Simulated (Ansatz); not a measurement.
The input, for Ansatz 0.2.0:

```yaml
crystal:
  periodic: [false, false, false]
  atoms:
    - {symbol: C, position_ang: [0.138385, -0.005727, 1.652512]}
    - {symbol: Ga, position_ang: [-0.026489, 0.002647, -0.350797]}
    - {symbol: H, position_ang: [0.050131, -0.929486, 2.278123]}
    - {symbol: H, position_ang: [0.133240, 0.814663, 2.296337]}
basis:
  gaussian: {orbitals: cc-pVDZ}
magnetization: {spin_polarized: false, initial_magnetization: 1}
correlation: {method: sc_nevpt2, electrons: outside_noble_gas, active_space: {window: {electrons: 2, orbitals: 1}}}
scf: {lower_state_search: light}
```

```sh
$ ansatz run in.yaml --threads 1 --pin off --events-out ev --progress --plain --max-ram 2393MiB
```

**Question.** One thing in this input was set wrong on purpose, beside settings that are merely unusual. What is the gravest fault, and what does the program do?

**Answer.** Impossible active window. How the run ends: stopped by an error.
```
542 factors; integrals over basis functions are off by at most 1.2e-3 eV
mean field evaluation 1: about -53389.5461 eV, gradient 2.6e1 eV
mean field evaluation 2: about -53389.5662 eV, gradient 2.6e1 eV
mean field evaluation 4: about -53393.0673 eV, gradient 3.7e0 eV
mean field evaluation 8: about -53393.6621 eV, gradient 1.2e0 eV
mean field evaluation 16: about -53393.7420 eV, gradient 2.9e-6 eV
mean field evaluation 32: about -53393.3767 eV, gradient 4.0e0 eV
mean field -53393.74202369 eV, -1962.1838277922 hartree, gradient 2.2e-6 eV, S^2 0.750000; 3 other end points of the search recorded, 0 dependent functions left out
reference -53393.74202369 eV, -1962.1838277922 hartree; 20, 19 occupied and 31, 32 virtual orbitals, 542 factors
Error: 2 electrons in 1 orbitals form no window around the highest filled level of the reference
```
